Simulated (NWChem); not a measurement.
System: P cation, triplet

Computed with NWChem. Spin-unrestricted. The open p shell is one determinant without spherical averaging. No stability test was run on the SCF state.

Q: What does the run give for PBE/def2-TZVP? Quantities: highest occupied level (eV); lowest empty minus highest occupied level, either spin (eV); <S²>.

A: The highest occupied level (eV) comes out as -14.99 and the lowest empty minus highest occupied level, either spin (eV) is 0.26. The <S²> comes out as 2.00.
